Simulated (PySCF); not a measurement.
dimethylsilane: calculation against experiment

**Measured values to compare with.**

NIST CCCBDB Release 22 (SRD 101), experimental dipoles lists, for the gas: dipole moment (microwave Stark effect) 0.75 D.

How close the calculation comes is told at the end.

Compound: dimethylsilane, C2H8Si.
Numbering: `[CH3:1][SiH2:2][CH3:3]` (hydrogens: H4, H5, H6 on C1; H7, H8 on Si2; H9, H10, H11 on C3)

Cartesian coordinates in Å at the GFN2-xTB level; atoms count from 1:
```
atom  x, y, z in Å
C1    -1.5404   -0.3689   -0.0363
Si2   -0.0112    0.7476   -0.1773
C3     1.5490   -0.2735    0.1814
H4    -2.4511    0.1808   -0.2550
H5    -1.4860   -1.2030   -0.7306
H6    -1.6402   -0.7813    0.9640
H7     0.0722    1.3068   -1.5339
H8    -0.1126    1.8468    0.7928
H9     1.5143   -0.7181    1.1723
H10    2.4392    0.3464    0.1320
H11    1.6721   -1.0810   -0.5354
```

Runs made with PySCF (gas phase, on this GFN2-xTB geometry; no spin–orbit coupling):

```json
{"level": "PBE0/pcSseg-1", "job": "shieldings, charges and field gradients", "basis functions": "98"}
{"level": "PBE0/def2-SVPD", "job": "8 singlets by full TDDFT, 3 Tamm–Dancoff triplets, polarisability", "basis functions": "128"}
```

**Comparison with experiment**

**Dipole moment.** Measured: 0.75 D (NIST CCCBDB Release 22 (SRD 101), experimental dipoles).

```json
{"level": "PBE0/pcSseg-1", "computed (D)": "0.56", "computed − measured (D)": "-0.19", "% (from the printed values)": "-25"}
{"level": "PBE0/def2-SVPD", "computed (D)": "0.61", "computed − measured (D)": "-0.14", "% (from the printed values)": "-19"}
```

Closest is PBE0/def2-SVPD (-0.14 D), furthest PBE0/pcSseg-1 (-0.19 D); one molecule doesn't rank methods. The computed dipoles belong to one fixed geometry; measured ones are averaged over vibrations unless marked μe. Magnitudes are compared, not signs.

No measured geometry was used, and the causes of the misses weren't examined.
